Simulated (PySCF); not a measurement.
**Deuteron quadrupole couplings in cis-3-hexene**

Species: cis-3-hexene, C₆H₁₂.
Cartesian coordinates in Å at the PBE0-D3(BJ)/def2-TZVP level; atoms count from 1:
```xyz
18
C6H12 angstrom
C     -2.762   -0.042   -0.147
C     -1.390    0.195   -0.768
C     -0.510    1.023    0.110
C      0.636    0.666    0.684
C      1.348   -0.642    0.573
C      2.722   -0.495   -0.071
H     -2.674   -0.603    0.786
H     -3.257    0.905    0.083
H     -3.412   -0.603   -0.823
H     -0.919   -0.763   -1.000
H     -1.519    0.713   -1.726
H     -0.877    2.029    0.307
H      1.140    1.409    1.301
H      0.752   -1.364    0.011
H      1.471   -1.063    1.578
H      2.633   -0.132   -1.097
H      3.339    0.220    0.479
H      3.254   -1.449   -0.092
```

Level: PBE0/pcSseg-2 (PySCF, non-relativistic); Q(2H) = 0.00286 b; rigid geometry, the same for H and D, with no vibrational averaging.

Problem. Rank these positions by the coupling χzz of a deuteron there, largest first.
A. H12 (vinylic hydrogen)
B. H15 (methylene hydrogen)
C. H10 (methylene hydrogen)

Solution. A (195 kHz), C (190 kHz), B (186 kHz).

Problem. Tabulate Vzz, the asymmetry η and χzz = 234.96 MHz × Q × Vzz for every hydrogen position.

Solution. 
```tsv
atom	bonded to	bond length (Å)	Vzz (au)	η	χzz (kHz)
H7	C1	1.092	0.2851	0.02	192
H8	C1	1.093	0.2846	0.03	191
H9	C1	1.092	0.2862	0.02	192
H10	C2	1.092	0.2834	0.02	190
H11	C2	1.097	0.2775	0.01	187
H12	C3	1.089	0.2896	0.07	195
H13	C4	1.089	0.2896	0.07	195
H14	C5	1.092	0.2834	0.02	190
H15	C5	1.097	0.2774	0.01	186
H16	C6	1.092	0.2851	0.02	192
H17	C6	1.093	0.2846	0.03	191
H18	C6	1.092	0.2862	0.02	192
```

Geometry: PBE0-D3(BJ)/def2-TZVP, one conformer, isolated molecule.

These values come from a run that also computed NMR shieldings. Hardware: 2 threads of an AMD EPYC 9R45, shared host. Cost: 28 s wall, 69 s CPU (with the writing of density and orbital grids), 2.6 GiB resident at most.
